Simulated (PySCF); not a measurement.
Molecule: dimethyl sulfoxide, C2H6OS.

Bonds (- single, = double, # triple, : aromatic): C1-S2, S2-C3, S2=O4. C1 carries H5, H6, H7; C3 carries H8, H9, H10.

Frames of a GFN2-xTB Langevin trajectory at 300 K; GIAO PBE0/pcSseg-1 shieldings in PySCF 2.14, gas phase, non-relativistic; equivalent atoms averaged within each frame.

Chemical shifts δ = σref − σ; 13C (σ = 186.93 ppm) and 1H (σ = 31.72 ppm) vs TMS; 33S (σ = 503.73 ppm) against CS2; H2O for 17O (σ = 336.08 ppm), all at this level. The references are static minima.

How do the shifts (ppm) fluctuate along the trajectory?

Answers


| time (fs) | C1/C3 | S2 | O4 | H5/H6/H7/H8/H9/H10 |
| --- | --- | --- | --- | --- |
| optimised geometry | 47.9 | 306 | 61.2 | 2.25 |
| 250 | 50.3 | 301 | 68.8 | 2.63 |
| 425 | 47.4 | 321 | 64.1 | 2.43 |
| 625 | 55.8 | 320 | 80.2 | 2.38 |
| 800 | 55.1 | 335 | 96.4 | 2.90 |
| 1000 | 49.4 | 307 | 69.2 | 2.24 |
| mean of frames | 51.6 | 317 | 75.7 | 2.52 |
| standard deviation | 3.7 | 13 | 13.0 | 0.25 |

5 frames give an uncertainty of the mean of about the standard deviation over 2.2 at best, since frames this close in time may not be independent; classical motion lacks zero-point vibration, and the reference would need the same averaging.
